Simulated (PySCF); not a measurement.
Worked example: chemical shift, span and skew from a shielding tensor

ethylamine (C₂H₇N), SMILES CCN. Atoms are numbered in the order given.

```xyz
10

C      1.1819     0.4546     0.0168
C      0.0501    -0.5541    -0.1032
N     -1.2471     0.1186    -0.0016
H      2.1528    -0.0324    -0.0916
H      1.0887     1.2263    -0.7486
H      1.1641     0.9454     0.9938
H      0.1911    -1.3471     0.6466
H      0.0954    -1.0374    -1.0826
H     -2.0074    -0.5444    -0.0960
H     -1.3471     0.5561     0.9080
```

The structure is a stationary point at B3LYP-D3(BJ)/def2-TZVP. One conformer was computed; it need not be the lowest.

GIAO shieldings from PBE/pcSseg-1 in PySCF, non-relativistic, no solvent. The symmetric part of the tensor of N3 has the principal values 177.7, 231.2, 252.2 ppm. The same nucleus in NH3 has σ = 267.0 ppm at this level (PySCF, at its B3LYP-D3(BJ)/def2-TZVP geometry).

Task: Work out the isotropic shielding, the ¹⁵N shift against NH3, the span and the skew.

Result: 
σ(iso) = (σ11 + σ22 + σ33)/3 = 220.4 ppm. δ = σ(ref) − σ(iso) = 267.0 − (220.4) = 46.6 ppm.
Span Ω = σ33 − σ11 = 74.5 ppm. Skew κ = 3(σ(iso) − σ22)/Ω = -0.44. Tumbling in solution averages the tensor to δ; in a static solid the shielding alone would spread this spin-1/2 line over Ω.
